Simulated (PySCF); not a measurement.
System (SMILES): Cl (HCl).
Geometry (B3LYP-D3(BJ)/def2-TZVP, fixed):
```
Cl
H 1 1.2820
```
Charge 0, spin multiplicity 1.

Basis-set convergence of the mean static polarisability at HF with PySCF. All functions are spherical. Density fitting with generated auxiliary sets. No added dispersion term, no relativity. Reference: the value in aug-cc-pV(5+d)Z, 16.83 bohr³, itself unsure by roughly 0.2 % (its mean distance from aug-pcseg-3, aug-cc-pV(Q+d)Z, aug-pcseg-2). Deviations are taken from unrounded values.

```
basis            functions  mean static polarisability (bohr³)  minus reference (%)
---------------  ---------  ----------------------------------  -------------------
cc-pV(D+d)Z             28                                8.59                -49.0
6-311+G**               36                               10.04                -40.3
aug-pcseg-1             36                               16.69                 -0.8
Sadlej pVTZ             41                               16.72                 -0.6
def2-TZVP               43                               11.42                -32.1
6-311++G(2d,2p)         45                               12.84                -23.7
pcseg-2                 48                               10.53                -37.4
def2-TZVPP              56                               11.73                -30.3
jun-cc-pV(T+d)Z         62                               16.49                 -2.0
def2-TZVPPD             68                               16.78                 -0.3
aug-cc-pV(T+d)Z         78                               16.60                 -1.4
pcseg-3                 97                               14.17                -15.8
def2-QZVPP             100                               14.35                -14.7
def2-QZVPPD            112                               16.82                  0.0
aug-cc-pV(Q+d)Z        135                               16.81                 -0.1
aug-pcseg-3            138                               16.84                  0.1
cc-pV(5+d)Z            155                               14.93                -11.3
pcseg-4                166                               16.19                 -3.8
```
